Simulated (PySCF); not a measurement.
Structure problem from calculated spectra and properties.

Elements present: C, H, N and S. Monoisotopic mass: 100.0215 u (electron mass counted); charge +1.

* 1H NMR: chemical shifts (computed TMS as zero) by class: 9.70 (1 H), 8.36 (1 H), 8.29 (1 H), 4.35 (3 H) ppm [GIAO HF/pcSseg-2]
* Polarisability: 63.3 au [CAM-B3LYP/def2-SVPD]
* NMR, other nuclei: isotropic shieldings of nuclei other than C and H, by class: 32 (1 N), 243 (1 S) ppm [GIAO HF/pcSseg-2]
* 13C NMR: chemical shifts (computed TMS as zero) by class: 184.7 (1 C), 145.1 (1 C), 138.9 (1 C), 41.7 (1 C) ppm [GIAO HF/pcSseg-2]
* UV, first state: lowest singlet excitation: 5.71 eV (217 nm, f = 0.084) [TDDFT CAM-B3LYP/def2-SVPD]
* Triplet: lowest triplet excitation (Tamm–Dancoff): 3.97 eV [TDA CAM-B3LYP/def2-SVPD]
* Valence photoelectron: vertical ionisation energy: 15.14 eV [ΔSCF CAM-B3LYP/def2-SVPD]
* Rotational structure: rotational constants A, B, C: 7.179, 2.555, 1.908 GHz [PBE0-D3(BJ)/def2-SVP]
* UV, strongest line: among the 10 lowest singlet transitions: S4 at 7.64 eV (162 nm, f = 0.322) [TDDFT CAM-B3LYP/def2-SVPD]

Electronic properties: PySCF, gas phase, density fitting. Levels stand in brackets. Isolated species at its PBE0-D3(BJ)/def2-SVP geometry, gas phase. NMR values are class means; diastereotopic atoms form classes of their own.

Task: Which formula fits the mass and the elements?

Result: C4H6NS (calculated 100.0215). No other formula that holds each of these elements comes within 0.0003 u with a fitting electron parity and a possible valence count.

Task: Give a SMILES that accounts for the data.

Result: Numbering: `[CH3:1][n+:2]1[cH:3][cH:4][s:5][cH:6]1`. 4 carbons fall into 4 classes; from least to most shielded: aromatic CH next to a ring nitrogen [C6] (184.7 ppm), aromatic CH next to a ring nitrogen [C3] (145.1 ppm), aromatic CH next to a ring sulfur [C4] (138.9 ppm), N-methyl carbon [C1] (41.7 ppm). Hydrogen classes from least to most shielded: 1 H on an aromatic CH next to a ring nitrogen, C6 (9.70 ppm), 1 H on an aromatic CH next to a ring sulfur, C4 (8.36 ppm), 1 H on an aromatic CH next to a ring nitrogen, C3 (8.29 ppm), 3 H on an N-methyl carbon, C1 (4.35 ppm). The other shieldings belong to: 32 ppm, three-coordinate ring nitrogen [N2]; 243 ppm, ring sulfur [S5]. S1 is mainly HOMO→LUMO (weight 0.95); the largest Löwdin shares of the orbital it empties are 0.28 on an aromatic CH next to a ring nitrogen, 0.26 on the aromatic CH next to a ring sulfur, 0.21 on an aromatic CH next to a ring nitrogen and 0.11 on the ring sulfur, of the orbital it fills 0.33 on an aromatic CH next to a ring nitrogen, 0.27 on the ring sulfur, 0.19 on the three-coordinate ring nitrogen and 0.11 on the aromatic CH next to a ring sulfur. The optimised geometry has point group Cs and is an asymmetric top. Structure: `C[n+]1ccsc1`. The assignments are read from this structure; whether some other isomer fits the data as well wasn't checked.
